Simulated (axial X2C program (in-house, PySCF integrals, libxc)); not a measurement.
Nuclear properties of AlCN

Calculated with an axial X2C code built on PySCF integrals: two-component X2C with atomic mean-field Coulomb and Gaunt terms, Gaussian nuclei, basis Al dyall-v3z, C dyall-v3z, N dyall-av3z with contracted cores.

Al–C–N held linear, with bonds 2.034 and 1.158 Å (near the PBE0 minimum at charge 0 of the determinant lowest at the starting distance; the state shown can have its own minimum elsewhere, held linear; other orders of the atoms were not compared).

Determinant lowest in the PBE0 search, Ω = 0 (closed shell), highest spinor 46% Al s, 30% Al p, 12% C p:

```
level  qzz Al (a.u.)  qzz C (a.u.)  qzz N (a.u.)  μ (D)
 PBE0          -1.17         -0.59         -1.24  -3.54
   HF          -1.18         -0.67         -1.39  -3.70
  PBE          -1.16         -0.57         -1.19  -3.43
```

Determinant 2.28 eV from it at PBE0 and this distance, Ω = 2 (⟨Sz⟩ = 1.00, ⟨Lz⟩ = 1.00 at PBE0), spin on the atoms Al 0.92, C 0.04, N 0.04:

```
level  Eeff magnitude (GV/cm)  Ws magnitude Al (kHz)  A∥/gI Al (MHz)  qzz Al (a.u.)  A∥/gI C (MHz)  qzz C (a.u.)  A∥/gI N (MHz)  qzz N (a.u.)  μ (D)
 PBE0                   0.165                 0.0302             425          -0.26           36.4         -0.42           13.3         -1.07  -4.75
   HF                   0.165                 0.0304             477          -0.34           27.8         -0.57           14.4         -1.29  -5.04
  PBE                   0.158                  0.029             395          -0.24           34.4         -0.37           14.3         -0.96  -4.44
```

Eeff is the effective electric field on the electron electric dipole moment in this Ω state and Ws the scalar–pseudoscalar constant of the nucleus named (defined with the proton number Z and per Ω); A∥ (defined per Ω) follows by multiplying with gI = μI/(I μN); qzz is the electric field gradient, eQq0 = 234.96 MHz × Q/barn × qzz; μ is positive if the N end (last atom) is positive. The operators were transformed with the bare-nucleus X2C matrices; with these basis sets, hyperfine constants and field gradients can be off by tens of per cent, and where levels differ in sign neither size nor sign is settled.

**Question.** With Q(27Al) = 0.1466 barn, Q(14N) = 0.02044 barn (Q from Pyykkö, Mol. Phys. 2018), turn the PBE0 values of the first state into constants in MHz.

**Answer.** eQq0(27Al) = 234.96 × (0.1466) × (-1.17) = -40.3 MHz; eQq0(14N) = 234.96 × (0.02044) × (-1.24) = -5.96 MHz.

The molecule was held linear; bending was not examined, so a bent shape may lie lower.

Each state is one determinant with collinear spin, which with several unpaired electrons need not be a pure state. Unrestricted Hartree–Fock can overshoot spin polarisation at the nuclei. With several open shells hyperfine constants can be off by a factor of several. Open-shell Ω = 0 determinants with evenly filled partner blocks cannot be reached by this program, so the Ω shown need not be the lowest component. The search compared states at one distance, so a state with another bond length can lie lower. PBE0 term energies can be off by some tenths of an eV.
